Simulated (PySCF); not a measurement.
# One shape, several levels: doublet [HNO3]+

Aim: a comparison of 5 runs (U-revPBE/6-311+G**, UBLYP/6-311+G**, UPBE/6-311+G**, USVWN5/6-311+G**, UCCSD(T)/6-311+G**) of doublet [HNO3]+. The job is set up through a Python script.

The results are computed with PySCF 2.14.0.

1 further run of the same task is left out (set aside as unsound or not needed).

### 1 Starting point

[HNO3]+: 5 atoms, total charge +1, spin state doublet. SMILES of the parent species: `O=NOO`. The shape is that of a GFN2-xTB optimisation. That shape belongs to the parent species and isn't relaxed for this state.

Bond lengths: O1–N2 1.201 Å, N2–O3 1.273 Å, O3–O4 1.436 Å, O4–H5 0.984 Å. Angles: O1–N2–O3 119.9°, N2–O3–O4 119.3°, O3–O4–H5 102.4°.

### 2 The energy at U-revPBE/6-311+G(d,p) (run 1)

File run.py:

```python
from pyscf import gto, dft

mol = gto.M(
    atom='''
O      0.124552    -1.726114     1.979186
N     -1.676811    -1.164222     0.717907
O     -1.452632     0.471090    -1.030978
O      0.964611     1.625977    -1.466994
H      2.040281     0.793269    -0.199083
''',
    spin=1,
    unit='bohr',
    max_memory=1860,
    verbose=4,
    charge=1,
    basis='6-311+g**',
)

mf = dft.UKS(mol)
mf.xc = 'revpbe'
mf.conv_tol = 1e-10
mf.grids.level = 5
mf.kernel()
if not mf.converged:
    mf = mf.newton().run(mf.mo_coeff, mf.mo_occ)

etot = mf.e_tot
print(f'total energy: {etot:.8f} hartree')
```

On the command line:

```bash
$ OMP_NUM_THREADS=1 python run.py
```

The log of the run:

```text
PySCF version 2.14.0

[... 56 lines left out ...]
WARN: HOMO -0.286480308475761 >= LUMO -0.286480308475757
[... 94 lines left out ...]
converged SCF energy = -280.44409927496  <S^2> = 0.75466286  2S+1 = 2.0046574
total energy: -280.44409927 hartree
```

It took 57 s on 1 thread of Arm Neoverse V2, shared host; peak memory 0.47 GiB.

### 3 The energy at UBLYP/6-311+G(d,p) (run 2)

File run.py:

```python
from pyscf import gto, dft

mol = gto.M(
    atom='''
O        0.065910      -0.913420       1.047340
N       -0.887330      -0.616080       0.379900
O       -0.768700       0.249290      -0.545570
O        0.510450       0.860430      -0.776300
H        1.079670       0.419780      -0.105350
''',
    charge=1,
    verbose=4,
    spin=1,
    basis='6-311+g**',
    max_memory=1860,
)

mf = dft.UKS(mol)
mf.xc = 'blyp'
mf.conv_tol = 1e-10
mf.grids.level = 5
mf.kernel()
if not mf.converged:
    mf = mf.newton().run(mf.mo_coeff, mf.mo_occ)

energy = mf.e_tot
print('E = %.10f Eh' % energy)
```

On the command line:

```bash
$ OMP_NUM_THREADS=1 python run.py
```

The log of the run:

```text
PySCF version 2.14.0

[... 149 lines left out ...]
converged SCF energy = -280.490998658616  <S^2> = 0.75458014  2S+1 = 2.0045749
E = -280.4909986586 Eh
```

Run time: 44 s. Hardware: 1 thread of Arm Neoverse V2, shared host; peak memory 0.47 GiB.

Run 3 isn't shown in full; the table further down has it.

### 4 The energy at USVWN5/6-311+G(d,p) (run 4)

File calc.py:

```python
from pyscf import gto, dft

mol = gto.M(
    atom='''
O        0.065910      -0.913420       1.047340
N       -0.887330      -0.616080       0.379900
O       -0.768700       0.249290      -0.545570
O        0.510450       0.860430      -0.776300
H        1.079670       0.419780      -0.105350
''',
    basis='6-311+g**',
    max_memory=1860,
    charge=1,
    verbose=3,
    spin=1,
)

ks = dft.UKS(mol, xc='svwn')
ks.conv_tol = 1e-10
ks.grids.level = 5
ks.kernel()
if not ks.converged:
    ks = ks.newton().run(ks.mo_coeff, ks.mo_occ)

etot = ks.e_tot
print('E(%s) = %.9f' % ('SVWN5', etot))
```

On the command line:

```bash
$ OMP_NUM_THREADS=1 python calc.py
```

The log of the run:

```text
WARN: HOMO -0.590139639032857 >= LUMO -0.589279876920191

WARN: HOMO -0.593196287320017 >= LUMO -0.592314589041183

WARN: HOMO -0.589130769574623 >= LUMO -0.588373599541723

WARN: HOMO -0.592516375367298 >= LUMO -0.591909287495878

WARN: HOMO -0.592091686689168 >= LUMO -0.591337365258454

WARN: HOMO -0.593341726404943 >= LUMO -0.59282450609067

WARN: HOMO -0.592424659630911 >= LUMO -0.592029425643337

WARN: HOMO -0.592210372719783 >= LUMO -0.592125665882182

WARN: HOMO -0.592323778940254 >= LUMO -0.592076425435646

WARN: HOMO -0.592310606847022 >= LUMO -0.592130352856082

WARN: HOMO -0.591330569606497 >= LUMO -0.591121845498617

WARN: HOMO -0.592491751213113 >= LUMO -0.592037113055192

WARN: HOMO -0.592194309468849 >= LUMO -0.591603531145449

WARN: HOMO -0.592038328122028 >= LUMO -0.59147537831514

WARN: HOMO -0.592278656342212 >= LUMO -0.591635429523029

WARN: HOMO -0.592156002717031 >= LUMO -0.591446909589104

WARN: HOMO -0.592119746363866 >= LUMO -0.591428354149725

WARN: HOMO -0.592183714336091 >= LUMO -0.591608074293531

WARN: HOMO -0.592110708306769 >= LUMO -0.591516886177147

WARN: HOMO -0.592107696009544 >= LUMO -0.591550923508956

WARN: HOMO -0.592132535496561 >= LUMO -0.591552327680861

WARN: HOMO -0.592128577477605 >= LUMO -0.591551052660715

WARN: HOMO -0.592130556828983 >= LUMO -0.591549660697211

WARN: HOMO -0.592131662975846 >= LUMO -0.591549638118421

WARN: HOMO -0.5921317601372 >= LUMO -0.591549497655653

WARN: HOMO -0.592131649845914 >= LUMO -0.591549059070634

WARN: HOMO -0.592131830806608 >= LUMO -0.591549395117392

SCF not converged.
SCF energy = -278.490631219277 after 50 cycles  <S^2> = 0.75279768  2S+1 = 2.0027957

WARN: HOMO -0.592127822137899 >= LUMO -0.591551887298529

converged SCF energy = -278.490631219458  <S^2> = 0.75279775  2S+1 = 2.0027958
E(SVWN5) = -278.490631219
```

It took 68 s on 1 thread of Arm Neoverse V2, shared host; peak memory 0.33 GiB.

### 5 The energy at UCCSD(T)/6-311+G(d,p) (run 5)

File input.py:

```python
from pyscf import gto, cc

system = gto.Mole()
system.atom = '''
O        0.065910      -0.913420       1.047340
N       -0.887330      -0.616080       0.379900
O       -0.768700       0.249290      -0.545570
O        0.510450       0.860430      -0.776300
H        1.079670       0.419780      -0.105350
'''
system.spin = 1
system.charge = 1
system.basis = '6-311+g**'
system.verbose = 3
system.max_memory = 1860
system.build()

mf = system.UHF()
mf.conv_tol = 1e-10
mf.kernel()
if not mf.converged:
    mf = mf.newton().run(mf.mo_coeff, mf.mo_occ)

mycc = cc.CCSD(mf, frozen=4)
mycc.kernel()
e_t = mycc.ccsd_t()
energy = mycc.e_tot + e_t
print('E(%s) = %.9f' % ('CCSD(T)', energy))
```

On the command line:

```bash
$ OMP_NUM_THREADS=1 python input.py
```

The log of the run:

```text
converged SCF energy = -279.067812854119  <S^2> = 0.80112058  2S+1 = 2.0504834
E(UCCSD) = -279.8349277340914  E_corr = -0.7671148799719015
UCCSD(T) correction = -0.0376377703161692
E(CCSD(T)) = -279.872565504
```

Wall time 6 min (1 thread of Arm Neoverse V2, shared host); peak memory 2.9 GiB.

### 6 Overview of the runs

```
run               level  integration grid  frozen core orbitals  energy (Eh)  HOMO energy (eV)  LUMO energy (eV)   ⟨S²⟩  wall time
  1  U-revPBE/6-311+G**                 5                     –  -280.444099            -15.76            -15.59  0.755       57 s
  2     UBLYP/6-311+G**                 5                     –  -280.490999            -15.81            -15.64  0.755       44 s
  3      UPBE/6-311+G**                 5                     –  -280.238409            -15.86            -15.71  0.754       48 s
  4    USVWN5/6-311+G**                 5                     –  -278.490631            -16.11            -16.10  0.753       68 s
  5  UCCSD(T)/6-311+G**                 –                     4  -279.872566            -22.11             -8.54  0.801      6 min
```

### 7 Outcome

| quantity | value |
| --- | --- |
| run 5: total energy | -279.87257 Eh |
| run 5: HOMO energy (Hartree–Fock orbitals) (highest over α and β) | -22.11 eV |
| run 5: LUMO energy (Hartree–Fock orbitals) (lowest over α and β) | -8.54 eV |
| run 5: correlation energy (4 core orbitals frozen) | -804.8 mEh |
| run 5: (T) correction | -37.64 mEh |
| run 5: ⟨S²⟩ of the reference determinant | 0.801 |
| run 5: T1 diagnostic | 0.046 |

What this shows: Totals of different functionals can't be ranked against each other. All runs together took 9.6 min, the longest 6 min.
